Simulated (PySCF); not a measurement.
**Orbital picture of NaF⁺**

UHF at R = 2.442 Å; Na def2-SVP, F def2-SVP; no relativity (PySCF 2.14). State: ²Π (doublet), unpaired electrons π ↑. Only the outer orbitals are listed, counted within each symmetry.

```csv
spin,orbital,occ.,ε (eV),on Na (%),main shells (%)
α,4σ,1,-50.58,1,99 F s
α,1π,1,-48.89,100,100 Na p
α,1π,1,-48.89,100,100 Na p
α,5σ,1,-48.87,99,99 Na p
α,2π,1,-28.77,0,100 F p
α,6σ,1,-25.91,1,99 F p
α,2π,1,-25.76,0,100 F p
α,7σ,0,-4.56,100,96 Na s
α,3π,0,-2.56,100,100 Na p
α,3π,0,-2.50,100,100 Na p
β,4σ,1,-48.89,100,100 Na p
β,1π,1,-48.89,100,100 Na p
β,1π,1,-48.89,100,100 Na p
β,5σ,1,-45.31,1,99 F s
β,6σ,1,-24.49,1,99 F p
β,2π,1,-24.34,1,99 F p
β,7σ,0,-4.54,100,96 Na s
β,2π,0,-4.34,26,"74 F p, 23 Na p"
β,3π,0,-2.50,100,100 Na p
```

Problem. Which are the highest filled and the lowest empty level, where do they sit, and how wide is the gap?

Solution. Highest filled β 2π at -24.34 eV (in %: 99 F p); lowest empty α 7σ at -4.56 eV (in %: 96 Na s); the gap at UHF is 19.78 eV.

| Quantity | Value |
| --- | --- |
| bond order (Mayer) | 0.08 |
| ⟨S²⟩ | 0.753 |
| charge on Na (Mulliken, basis-dependent) | 0.96 |
| charge on Na (Löwdin, basis-dependent) | 0.85 |
| dipole moment (positive dipole points towards F; it is taken about the centre of mass and depends on that origin) | -5.03 D |
| polarisability along the bond | 2.2 bohr³ |
| polarisability across the bond | 1.8 bohr³ |

The state is the lowest determinant that a PBE0 search found; another state may lie lower at other levels.
